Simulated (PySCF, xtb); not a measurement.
Bonds broken one at a time in the series B CH3-OH. Isolated molecules, 0 K electronic values unless said otherwise. One relaxed conformer stands for each flexible species; it need not be the lowest. Strings in code marks are SMILES.

Quantity: homolytic bond dissociation enthalpy at 298 K (no spin–orbit term), in kJ/mol. Enthalpy corrections at 298 K come from GFN2-xTB frequencies (xtb).

Case: O–B bond of `OB(O)O`, giving `O[B]O` (H–O–B–O torsion 180°, O–B–O–H torsion 0°) and `[OH]`. Geometry of `OB(O)O` (neutral, multiplicity 1, Å):

```xyz
7

O     -0.7439     0.9907     0.5756
B      0.0000     0.0000     0.0000
O     -0.6198    -1.0714    -0.5780
O      1.3637     0.0807     0.0024
H     -0.1968     1.6863     0.9464
H     -1.5757    -1.0143    -0.5162
H      1.7724    -0.6721    -0.4300
```

Problem. What is the computed homolytic bond dissociation enthalpy at 298 K (no spin–orbit term) (B3LYP/6-31G* // PBE0-D4/def2-TZVP (PySCF))?

Solution. 610.5 kJ/mol.
